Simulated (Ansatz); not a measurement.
Two isomers of C5H7F: A = `C#CC(C)(C)F`, B = `CC1(C)C=C1F`.

Calculated with Ansatz (gas phase, PBE0-D4/def2-TZVP geometries, no zero-point term in ΔE). CCSD(T)/CBS adds triple-zeta CCSD(T) − MP2 to the extrapolated MP2 energy (def2 sets, frozen cores). DFT in def2-TZVPP.

Task: Which is lower in electronic energy at CCSD(T)/CBS, and by how much? (Estimate.)

Result: Computed: A, by 109.1 kJ/mol.

Task: Give E(B) − E(A) in kJ/mol with ωB97M-V, MP2/def2-TZVPP, CCSD/def2-TZVPP, HF/def2-TZVPP, r2SCAN-D4, PBE0-D4, PBE-D4. (Estimate.)

Result: Computed: ωB97M-V 99.1, MP2/def2-TZVPP 106.1, CCSD/def2-TZVPP 110.7, HF/def2-TZVPP 129.4, r2SCAN-D4 89.5, PBE0-D4 76.3, PBE-D4 73.1. None reverses the order clearly.

Largest T1 diagnostic: 0.011.

In def2-TZVPP, CCSD(T) changes the Hartree–Fock value by −21.5 kJ/mol (the triples alone add −2.8 kJ/mol) and MP2 by −23.3 kJ/mol. From PBE to PBE0 (25 % exact exchange), in def2-TZVPP and without D4, E(B) − E(A) moves by +3.2 kJ/mol.
